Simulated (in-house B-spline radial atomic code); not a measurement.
The numbers below are computed, except where a source is named.
# F ion on N atom: potential, deflection and energy transfer

The pair potential comes from two frozen, spherical free-atom densities (PBE, B-spline radial code, scalar-relativistic past argon): electrostatics plus the change in Thomas-Fermi kinetic and Dirac exchange energy where they overlap, the recipe behind the universal ZBL potential, which averages such potentials (from solid-state densities) over many pairs. It is written V = (Z1 Z2 e²/r) φ(r/a), with e² = 14.3996 eV·Å and a = 0.46850 Å/(Z1^0.23 + Z2^0.23); ZBL's fit is φ = 0.18175 e^(−3.1998x) + 0.50986 e^(−0.94229x) + 0.28022 e^(−0.4029x) + 0.02817 e^(−0.20162x). Where φ falls below 4e-4 it is continued as an exponential.

Masses 19.0 and 14.01 u.

```
x = r/a  φ, this pair    φ, ZBL
    0.1        0.9121    0.8928
   0.25        0.7976    0.7647
    0.5        0.6545    0.6096
      1        0.4669    0.4164
    1.5        0.3464    0.2995
      2        0.2641    0.2218
      3        0.1573    0.1292
      4       0.09521   0.08026
      5       0.06044   0.05224
    6.5       0.03355   0.02914
      8       0.01938   0.01705
     10      0.009045  0.008778
     12      0.003966   0.00474
   14.5      0.001292  0.002328
```

At x = 2 the electrostatic, kinetic and exchange parts are 483.1, 384.46 and -43.72 eV. Find r, V and φ.

a = 0.46850/(1.6576 + 1.5645) = 0.14540 Å, so r = 0.29081 Å. V = 483.1 + 384.46 + (-43.72) = 823.84 eV. The bare repulsion is 9 × 7 × 14.3996/0.29081 = 3119.5 eV, so φ = 0.2641, +19.1 % against ZBL's 0.2218. The kinetic (Pauli) term is 47 % of V here.

The ion comes in at 0.147 keV with impact parameter 0.2908 Å. The scattering integral gives a centre-of-mass angle of 122.8° and a closest approach of 5.548 a. What are the reduced energy, the energy passed on and the laboratory angles?

ε = E a M2/(Z1 Z2 e² (M1 + M2)) = 147 × 6.8026e-05 = 0.01. The most that one collision can pass on is γE with γ = 4 M1 M2/(M1 + M2)² = 0.9771. Here T = γE sin²(θ/2) = 0.9771 × 147 × 0.7707 = 110.7 eV. The ion turns by arctan(sin θ/(cos θ + M1/M2)) = 45.9°, and the struck atom leaves at (180° − θ)/2 = 28.6°. The closest approach is 0.807 Å. With ZBL the angle would be 119.98° and T = 107.7 eV.
